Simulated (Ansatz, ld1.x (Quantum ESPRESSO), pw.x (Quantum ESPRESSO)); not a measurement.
What a changed setting does to a pw.x run (fcc Al)

Potential: norm-conserving Troullier–Martins (Kleinman–Bylander form), ld1.x (Quantum ESPRESSO) 7.5, PBE; core [Ne], reference 3s1.75 3p1.25; waves: 3s (bound): rc 2.20 bohr; 3p (bound): rc 2.25 bohr; 3d channel at -0.2 Ry: rc 2.10 bohr; local part: the d channel; core correction: Bessel-smoothed model core inside 1.85 bohr.

The reference run (k-mesh 14³, cutoffs 50/200 Ry, Fermi–Dirac 0.01 Ry, mixing_beta 0.4, conv_thr 1e-9, no spin) gives -0.96 GPa at 16.527 Å³/atom, where all-electron LAPW gives -0.17 GPa. This run, with its own iteration cap, changes smearing to mv.

```
&control
  calculation='scf', prefix='x', pseudo_dir='./', outdir='./tmp', tstress=.true., disk_io='none'
/
&system
  ibrav=0, nat=1, ntyp=1, ecutwfc=50, ecutrho=200, nbnd=8,
  occupations='smearing', smearing='mv', degauss=0.01
/
&electrons
  conv_thr=1e-09, mixing_beta=0.4, electron_maxstep=50
/
ATOMIC_SPECIES
Al 1.0 Al.UPF
CELL_PARAMETERS angstrom
  0.00000000 2.02172157 2.02172157
  2.02172157 0.00000000 2.02172157
  2.02172157 2.02172157 0.00000000
ATOMIC_POSITIONS crystal
Al 0.0000 0.0000 0.0000
K_POINTS automatic
14 14 14 0 0 0
```

```bash
pw.x < Al.scf.in > Al.scf.out
```

How does the run end?

It converges in 6 iterations; the free energy moves by +15.2 meV/atom and the pressure by -0.20 GPa. This scheme is built to cancel the term in the square of the width that Fermi–Dirac smearing leaves in the F of a metal.

```
Message from routine setup:
     using ibrav=0 with symmetry is DISCOURAGED, use correct ibrav instead
     lattice parameter (alat)  =       5.4030  a.u.
     unit-cell volume          =     111.5297 (a.u.)^3
     number of electrons       =         3.00
     number of Kohn-Sham states=            8
     kinetic-energy cutoff     =      50.0000  Ry
     charge density cutoff     =     200.0000  Ry
     scf convergence threshold =      1.0E-09
     Exchange-correlation= PBE
     number of k points=   104  Marzari-Vanderbilt smearing, width (Ry)=  0.0100
     iteration #  1     ecut=    50.00 Ry     beta= 0.40
     total energy              =      -4.89754759 Ry
     estimated scf accuracy    <       0.00541887 Ry
     iteration #  2     ecut=    50.00 Ry     beta= 0.40
     total energy              =      -4.89686978 Ry
     estimated scf accuracy    <       0.00175857 Ry
     iteration #  3     ecut=    50.00 Ry     beta= 0.40
     total energy              =      -4.89692914 Ry
     estimated scf accuracy    <       0.00000321 Ry
     iteration #  4     ecut=    50.00 Ry     beta= 0.40
     total energy              =      -4.89693215 Ry
     estimated scf accuracy    <       0.00000006 Ry
     iteration #  5     ecut=    50.00 Ry     beta= 0.40
     total energy              =      -4.89693216 Ry
     estimated scf accuracy    <       0.00000002 Ry
     iteration #  6     ecut=    50.00 Ry     beta= 0.40
     the Fermi energy is     7.8621 ev
!    total energy              =      -4.89693216 Ry
     estimated scf accuracy    <          1.9E-10 Ry
     smearing contrib. (-TS)   =       0.00000907 Ry
     The total energy is F=E-TS. E is the sum of the following terms:
     one-electron contribution =       2.91994151 Ry
     hartree contribution      =       0.00762979 Ry
     xc contribution           =      -2.42420388 Ry
     ewald contribution        =      -5.40030864 Ry
     convergence has been achieved in   6 iterations
          total   stress  (Ry/bohr**3)                   (kbar)     P=      -11.65
     Message from routine punch:
     Nothing written, as per user request (disk_io='none')
```

The run took about 4.7 s on one core of a shared host (Neoverse-V1, 32 threads, 247 GiB, load 31).
